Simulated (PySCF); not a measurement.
Compound: (Z)-pent-2-en-4-ynenitrile, C₅H₃N.
Structure used (PBE0-D3(BJ)/def2-SVP), in Å, numbered top down from 1:
```xyz
9
C5H3N angstrom
C      2.2738    0.0291    0.0987
C      1.1410   -0.3793   -0.0539
C     -0.1746   -0.8687   -0.2371
C     -1.3028   -0.1554   -0.0280
C     -1.3094    1.1981    0.4112
N     -1.3452    2.3008    0.7698
H      3.2731    0.4003    0.2371
H     -0.2775   -1.9058   -0.5741
H     -2.2784   -0.6190   -0.1968
```

Theory: core-valence-separated Tamm–Dancoff BHandHLYP/aug-pcX-1 (pcseg-1 on H) in PySCF, non-relativistic, gas phase, PBE0-D3(BJ)/def2-SVP geometry. The energies are unshifted.

The lowest roots of each edge with f over 0.003 (five at most, numbered afresh; weaker and dark ones are left out), with transition dipoles (au) in the frame of the coordinates:

```csv
root,edge,E (eV),μx,μy,μz
1,C,282.60,-0.0012,-0.0181,0.0557
2,C,282.61,0.0021,0.0344,-0.1060
3,C,282.74,0.0016,0.0258,-0.0793
4,C,283.10,0.0011,0.0177,-0.0547
5,C,283.40,-0.0013,-0.0217,0.0672
6,N,396.49,0.0014,0.0228,-0.0705
7,N,397.30,-0.0811,-0.0011,-0.0020
8,N,401.56,0.0006,0.0101,-0.0309
```

**Question.** What are the oscillator strengths?

**Answer.** f = (2/3) ΔE |μ|², with ΔE in hartree (27.2114 eV):

```
root  ΔE (Eh)  |μ|² (au)      f  core hole on
   1  10.3854   0.003428  0.024            C3
   2  10.3858   0.012416  0.086            C1
   3  10.3907   0.006961  0.048            C4
   4  10.4037   0.003309  0.023            C2
   5  10.4146   0.004985  0.035            C5
   6  14.5708   0.005494  0.053            N6
   7  14.6005   0.006576  0.064            N6
   8  14.7569   0.001059  0.010            N6
```

**Question.** What is the unit vector of the normal of the molecular plane, and which share of each root's |μ|² lies along it?

**Answer.** (0.02, 0.31, -0.95), up to sign.

| root | core hole on | share along it | final orbital under reflection in the plane |
| --- | --- | --- | --- |
| 1 | C3 | 1.00 | odd |
| 2 | C1 | 1.00 | odd |
| 3 | C4 | 1.00 | odd |
| 4 | C2 | 1.00 | odd |
| 5 | C5 | 1.00 | odd |
| 6 | N6 | 1.00 | odd |
| 7 | N6 | 0.00 | even |
| 8 | N6 | 1.00 | odd |

The 1s orbitals of atoms in the plane are even under the reflection, so light polarised along the normal reaches odd orbitals alone (the out-of-plane π set) and light polarised in the plane even ones.

**Question.** For fixed molecules, how does the intensity of root 1 change when the electric field is turned 45° away from the normal of the molecular plane?

**Answer.** Intensity goes as (E·μ)², and μ lies along that direction, so it falls to cos²45° = 0.50 of its maximum; it vanishes at 90°.

**Question.** Molecules are fixed in this frame and the field points along z. What effective strengths 3 f cos²θ do the roots have (θ between field and μ)?

**Answer.** root 1 (C3): 0.064, root 2 (C1): 0.233, root 3 (C4): 0.131, root 4 (C2): 0.062, root 5 (C5): 0.094, root 6 (N6): 0.145, root 7 (N6): 0.000, root 8 (N6): 0.028. Root 2 is the strongest. Averaged over all orientations cos²θ is 1/3, which gives f back.

On one thread of an Intel Xeon Platinum 8259CL at 2.50 GHz, no GPU (shared host), this took 19 s of wall time and 0.78 GiB of memory at its peak.
